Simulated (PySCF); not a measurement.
Bonds broken one at a time in the series In F-NH2. Gas-phase values, no solvent. One relaxed conformer stands for each flexible species; it need not be the lowest. Strings in code marks are SMILES.

The dipole moment from two functionals at the same geometries (PBE0-D3(BJ)/def2-TZVP), both in PySCF: PBE-D3(BJ)/def2-TZVP and PBE0-D3(BJ)/def2-TZVP. 

| species | PBE-D3(BJ)/def2-TZVP (D) |
|---|---|
| whole molecule (`[F][In]([F])[F]`) | 0.00 |
| radical fragment (`[F]`) | 0.00 |
| radical fragment (`[F][In][F]`) | 2.90 |
| radical fragment (`[NH2]`) | 1.91 |

Task: What does PBE0-D3(BJ)/def2-TZVP give for each?

Result: 
- whole molecule (`[F][In]([F])[F]`): 0.00
- radical fragment (`[F]`): 0.00
- radical fragment (`[F][In][F]`): 3.22
- radical fragment (`[NH2]`): 1.95
Over these rows, drawn at random from the members with no instability flagged (it was tested for open shells, ions and some series alone), PBE minus PBE0-D3(BJ): mean -0.09 D, from -0.32 D to 0.00 D.
